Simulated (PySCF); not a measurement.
# C2H4Si: the cost of one run

Computed with PySCF 2.14.0 and routines of our own; the level stands in each step. Atoms count from 0.

## 1. The starting structure

7 atoms, charge 0, multiplicity 3; geometry from: GFN2-xTB.

## 2. Open-shell or spin-flip excitations: unrestricted TDA B3LYP/def2-SVPD

What the job is given:

```
{"job": {"kind": "uabs", "xc": "B3LYP", "basis": "def2-SVPD", "nstates": 10, "tda": true}, "charge": 0, "multiplicity": 3}
C     -0.941317     0.350502    -0.049787
C     -0.063511    -0.662313     0.094999
Si     1.718943    -0.434588     0.447812
H     -0.644821     1.382278     0.035430
H     -1.982139     0.168345    -0.258202
H     -0.427844    -1.677483    -0.002880
H      2.344023     0.878163     0.605142
```

Level: unrestricted TDA B3LYP/def2-SVPD, vertical, gas phase, core orbitals frozen in the response.

The run is started by

```
> OMP_NUM_THREADS=1 python excited_run.py task.json out
```

One launch serves the whole session: the jobs run in the order shown.

Q: Estimate the wall time and peak memory of this first job on 1 thread of Arm Neoverse V1, shared host.

About 7 s, with a peak of 0.4 GiB.
